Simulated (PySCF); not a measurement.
Species: C4H7 (doublet state).
SMILES with atom numbers: `[CH2:1]/[CH:2]=[CH:3]/[CH3:4]` (hydrogens: H5, H6 on C1; H7 on C2; H8 on C3; H9, H10, H11 on C4)

Structure used (GFN2-xTB), in Å, numbered top down from 1:
```xyz
11
C4H7 angstrom
C      2.0563    0.1472   -0.0841
C      0.7209    0.3893   -0.2671
C     -0.2920   -0.3807    0.2604
C     -1.7341   -0.1076    0.0555
H      2.3912   -0.6892    0.5040
H      2.8082    0.7794   -0.5188
H      0.4365    1.2456   -0.8678
H     -0.0381   -1.2405    0.8642
H     -2.2364    0.0403    1.0140
H     -1.8854    0.7765   -0.5594
H     -2.2217   -0.9577   -0.4268
```

The hyperfine couplings belong to this conformer and change with its torsions.

Computed with UKS B3LYP, pcH-1 on C H, non-relativistic, mean-field spin-orbit, GIAO (PySCF). Isolated species at its GFN2-xTB geometry, gas phase. The geometry wasn't refined by DFT: couplings that depend on bond lengths, twists or pyramidal angles can differ widely from those at the functional's own minimum. No stability test was run, so a lower SCF solution isn't excluded. ⟨S²⟩ is 0.776 where a pure state has 0.75.

Principal values of hyperfine tensors in MHz (contact and dipolar terms together), for some of the nuclei:

| atom | isotope | A1 | A2 | A3 | alike by the symmetry of this geometry |
| --- | --- | --- | --- | --- | --- |
| H11 | 1H | 73.35 | 74.51 | 83.14 | H9 |
| C3 | 13C | 4.62 | 5.82 | 161.47 | none |
| C1 | 13C | 3.03 | 4.83 | 155.66 | none |
| C2 | 13C | -76.49 | -36.92 | -31.01 | none |
| H6 | 1H | -67.02 | -42.07 | -16.42 | none |
| H8 | 1H | -61.30 | -41.95 | -16.01 | none |
| C4 | 13C | -24.81 | -22.14 | -22.12 | none |
| H7 | 1H | 6.53 | 10.48 | 18.13 | none |

Problem. Give the isotropic coupling of each nucleus in MHz and in mT (g = 2.0026), and the anisotropic part.

Solution. a_iso is a third of the trace, T = A − a_iso, and a(mT) = a(MHz)/(g × 13.996).

| atom | a_iso (MHz) | a_iso (mT) | T1 | T2 | T3 |
| --- | --- | --- | --- | --- | --- |
| H11 | 77.00 | 2.747 | -3.65 | -2.49 | 6.14 |
| C3 | 57.30 | 2.044 | -52.68 | -51.49 | 104.17 |
| C1 | 54.51 | 1.945 | -51.47 | -49.68 | 101.15 |
| C2 | -48.14 | -1.717 | -28.35 | 11.22 | 17.13 |
| H6 | -41.84 | -1.493 | -25.18 | -0.23 | 25.41 |
| H8 | -39.75 | -1.418 | -21.55 | -2.19 | 23.74 |
| C4 | -23.02 | -0.821 | -1.79 | 0.89 | 0.90 |
| H7 | 11.71 | 0.418 | -5.18 | -1.23 | 6.42 |

Problem. What spin density at the nucleus of C1 lies behind its contact coupling (g_N = 1.40482)?

Solution. a_FC = (2μ0/3) gₑ μB g_N μN ρ(0)/(2S·h) = 800.24 MHz × g_N × ρ(0)/(2S), with ρ in bohr⁻³. With a_FC = 54.51 MHz and 2S = 1, ρ(0) = 0.04848 bohr⁻³.

Problem. H5 (1H, g_N = 5.58569) isn't in the table. Its spin density at the nucleus is -0.008877 bohr⁻³. What is its contact coupling?

Solution. By the same relation, a_FC = -39.7 MHz. Its full tensor has the principal values -61.21, -41.27, -16.56 MHz.

Problem. In a single crystal, with the field along each principal axis of the tensor of H11 in turn, what first-order splitting does this nucleus give (isotropic g, quadrupole terms neglected)?

Solution. 2 lines (I = 1/2), spaced by |A_i|/(g × 13.996): 2.62, 2.66, 2.97 mT along the axes of A1, A2 and A3.
